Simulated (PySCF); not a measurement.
# One molecule, a ladder of functionals, a line

Molecule: SMILES CC(C)CF, C4H9F.

Mapped SMILES: `[CH3:1][CH:2]([CH3:3])[CH2:4][F:5]` (H(Xn): hydrogen on atom n).

GIAO shieldings (ppm, equivalent atoms averaged) in PySCF 2.14 on the PBE0-D3(BJ)/def2-SVP geometry, basis pcSseg-1, gas phase, non-relativistic:

| functional | exact exchange (%) | σ(C4) | σ(F5) |
| --- | --- | --- | --- |
| BLYP | 0 | 81.3 | 420.1 |
| BP86 | 0 | 87.1 | 424.2 |
| PBE | 0 | 87.4 | 423.0 |
| B3LYP | 20 | 88.1 | 432.4 |
| PBE0 | 25 | 95.2 | 436.9 |
| BHandHLYP | 50 | 96.8 | 446.3 |
| HF | 100 | 110.6 | 463.0 |

Task: Fit each shielding as a line in the percentage of exact exchange.

Result: σ(C4) = 85.4 + 0.25 x (rms 2.5 ppm); σ(F5) = 423.6 + 0.41 x (rms 2.1 ppm). The functionals also differ in their semilocal parts, which the line can't hold; Hartree–Fock has no correlation at all.

Task: What does the line predict for mPW1PW91 (25 %), and what does the run give?

Result: σ(C4): 91.7 predicted, 94.6 computed; σ(F5): 433.9 predicted, 436.6 computed ppm.
